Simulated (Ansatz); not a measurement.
P2: measurement beside calculation (Ansatz, PBE0-D4/def2-TZVP geometry).

Z-matrix (Å, degrees):
```
P
P 1 1.882
```

Enthalpy of formation at 298 K: 34.3 kcal/mol (zero for an element's reference state; older measured values of the G2 set, as listed by Staroverov and co-workers, J. Chem. Phys. 119, 12129, 2003). With their computed zero-point and thermal terms and the atoms' enthalpies of Curtiss and co-workers (1997) it gives an electronic atomization energy of 117.2 kcal/mol.

| level | atomization (kcal/mol) | error | error per bond |
| --- | --- | --- | --- |
| LDA (SPW92) | 143.9 | 26.7 | 26.7 |
| PBE-D4 | 122.5 | 5.3 | 5.3 |
| revPBE-D4 | 118.0 | 0.8 | 0.8 |
| BLYP-D4 | 123.8 | 6.5 | 6.5 |
| r2SCAN-D4 | 112.8 | -4.4 | -4.4 |
| B97M-V | 123.2 | 6.0 | 6.0 |
| PBE0-D4 | 112.3 | -4.9 | -4.9 |
| B3LYP-D4 | 117.6 | 0.3 | 0.3 |
| r2SCANh-D4 | 109.5 | -7.7 | -7.7 |
| r2SCAN0-D4 | 104.7 | -12.5 | -12.5 |
| HSE06-D4 | 112.6 | -4.6 | -4.6 |
| BHLYP-D4 | 105.1 | -12.1 | -12.1 |
| CAM-B3LYP-D4 | 112.1 | -5.1 | -5.1 |
| ωB97X-V | 117.9 | 0.7 | 0.7 |
| ωB97M-V | 119.5 | 2.3 | 2.3 |
| B2PLYP | 114.9 | -2.4 | -2.4 |
| PBE-QIDH | 108.0 | -9.2 | -9.2 |
| PBE | 121.4 | 4.2 | 4.2 |
| revPBE | 115.3 | -2.0 | -2.0 |
| BLYP | 121.3 | 4.1 | 4.1 |
| r2SCAN | 112.6 | -4.6 | -4.6 |
| PBE0 | 111.4 | -5.8 | -5.8 |
| B3LYP | 115.7 | -1.5 | -1.5 |
| r2SCANh | 109.3 | -8.0 | -8.0 |
| r2SCAN0 | 104.5 | -12.8 | -12.8 |
| HSE06 | 111.8 | -5.5 | -5.5 |
| BHLYP | 103.4 | -13.8 | -13.8 |
| CAM-B3LYP | 111.2 | -6.1 | -6.1 |
| LC-ωPBE | 100.5 | -16.8 | -16.8 |
| RPA@PBE/def2-TZVPP | 108.4 | -8.8 | -8.8 |
| HF/def2-TZVPP | 38.3 | -79.0 | -79.0 |
| MP2/def2-TZVPP | 108.1 | -9.1 | -9.1 |
| SCS-MP2/def2-TZVPP | 110.3 | -7.0 | -7.0 |
| CCSD/def2-TZVPP | 96.6 | -20.7 | -20.7 |
| CCSD(T)/def2-TZVPP | 105.2 | -12.1 | -12.1 |
| HF/def2-QZVPP | 38.8 | -78.4 | -78.4 |
| MP2/def2-QZVPP | 114.2 | -3.0 | -3.0 |
| SCS-MP2/def2-QZVPP | 117.3 | 0.0 | 0.0 |
| CCSD/def2-QZVPP | 102.3 | -14.9 | -14.9 |
| CCSD(T)/def2-QZVPP | 111.4 | -5.8 | -5.8 |
| HF/CBS(def2) | 38.9 | -78.3 | -78.3 |
| MP2/CBS(def2) | 118.4 | 1.1 | 1.1 |
| CCSD/CBS(def2) | 106.3 | -11.0 | -11.0 |
| CCSD(T)/CBS(def2) | 115.6 | -1.6 | -1.6 |

Functionals use def2-TZVPP; B3LYP here is the variant with VWN-RPA as its local correlation; programs differ in this. The calculations leave out spin–orbit coupling, scalar relativity and, for the correlated methods, core correlation; together these are worth up to about 1 kcal/mol a heavy atom. HSE06 is defined as in plane-wave codes. CBS extrapolates def2-TZVPP and def2-QZVPP. T1 = 0.017.
